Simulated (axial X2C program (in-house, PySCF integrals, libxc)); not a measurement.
Outer orbitals of BS⁻ at 1.690 Å, PBE50

Computed with an in-house relativistic program for diatomic molecules. Spin-free means the one-electron spin-free X2C Hamiltonian; two-component (2c) means X2C with spin–orbit coupling and atomic mean-field two-electron Coulomb and Gaunt terms, so the difference of the two also holds small scalar two-electron terms. Basis: S dyall-av3z [9s8p3d2f], B dyall-av3z [8s7p3d2f] (cores contracted in-house); Gaussian nuclei, density fitting, unrestricted open shells. Masses: S 31.972 u, B 11.009 u.

The distance is close to the 2c PBE0 minimum; the highest filled and lowest empty levels are listed.

Spin-free orbitals, state M_S = 0, Λ = 0 (closed shell) (Löwdin shares):

```json
{"symmetry": "σα", "occupied": "yes", "ε (eV)": "-16.19", "atomic character": "57% S s, 18% B p, 15% B s"}
{"symmetry": "σα", "occupied": "yes", "ε (eV)": "-6.86", "atomic character": "60% S p, 20% B s, 9% S s"}
{"symmetry": "π-α", "occupied": "yes", "ε (eV)": "-3.33", "atomic character": "66% S p, 21% B p, 8% B d"}
{"symmetry": "π+α", "occupied": "yes", "ε (eV)": "-3.33", "atomic character": "66% S p, 21% B p, 8% B d"}
{"symmetry": "σα", "occupied": "yes", "ε (eV)": "-1.54", "atomic character": "43% B p, 32% B s, 12% S p"}
{"symmetry": "σα", "occupied": "no", "ε (eV)": "3.25", "atomic character": "94% B p, 3% S p"}
{"symmetry": "π+α", "occupied": "no", "ε (eV)": "3.28", "atomic character": "98% B p"}
{"symmetry": "π-α", "occupied": "no", "ε (eV)": "3.28", "atomic character": "98% B p"}
{"symmetry": "σα", "occupied": "no", "ε (eV)": "3.69", "atomic character": "80% B s, 12% S p, 5% B p"}
```

One partner of each degenerate Kramers or spin pair is listed.

Spinors with spin–orbit coupling (state Ω = 0):

| ω | occupied | ε (eV) | atomic character | λ mixture |
| --- | --- | --- | --- | --- |
| 1/2 | yes | -16.20 | 57% S s, 18% B p, 15% B s | 100% σ |
| 1/2 | yes | -6.86 | 60% S p, 20% B s, 9% S s | 100% σ |
| 1/2 | yes | -3.35 | 66% S p, 21% B p, 8% B d | 100% π |
| 3/2 | yes | -3.31 | 66% S p, 21% B p, 8% B d | 100% π |
| 1/2 | yes | -1.54 | 43% B p, 32% B s, 12% S p | 100% σ |
| 1/2 | no | 3.27 | 96% B p, 2% S p | 100% σ |
| 1/2 | no | 3.28 | 98% B p | 100% π |
| 3/2 | no | 3.28 | 98% B p | 100% π |
| 1/2 | no | 3.74 | 81% B s, 14% S p, 3% B p | 100% σ |

One partner of each degenerate Kramers or spin pair is listed.

Mulliken charges and populations of the two-component result (they depend on the basis, above all on diffuse functions):

S -0.38 e (s 5.77 p 10.56 d 0.04), B -0.62 e (s 3.91 p 1.60 d 0.11 f 0.01).

Occupations by symmetry block were frozen at the best pattern of an incomplete PBE0 search.
